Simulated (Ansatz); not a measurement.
Basis-set extrapolation for C$_{3}$H$_{8}$N$_{2}$, SMILES `N[C@H]1C[C@@H]1N` (PBE0-D4/def2-TZVP geometry, frozen core, Ansatz). Multiplicity 1, RHF reference.

```json
{"": "HF", "def2-TZVPP": "-227.202074", "def2-QZVPP": "-227.213029"}
{"": "MP2 correlation", "def2-TZVPP": "-0.933833", "def2-QZVPP": "-0.995884"}
{"": "CCSD(T) correlation", "def2-TZVPP": "-1.010077", "def2-QZVPP": "not run"}
```

Energies in hartree. Use E(X) = E(∞) + A·exp(−7.88·√X) for Hartree–Fock and E(X) = E(∞) + B·X^(−2.97) for correlation, with X = 3 and 4, and add CCSD(T) minus MP2 of the smaller set to the MP2 limit.

**Question.** What is the CCSD(T) energy at the basis-set limit?

**Answer.** HF limit: -227.213029 + (-0.010955) × 0.13774 = -227.21454. MP2 limit: -0.995884 + (-0.062051) × 0.74074 = -1.04185. Higher-order term: -1.010077 − (-0.933833) = -0.07624. Total: -228.33263 hartree, 75.6 kcal/mol below CCSD(T)/def2-TZVPP.
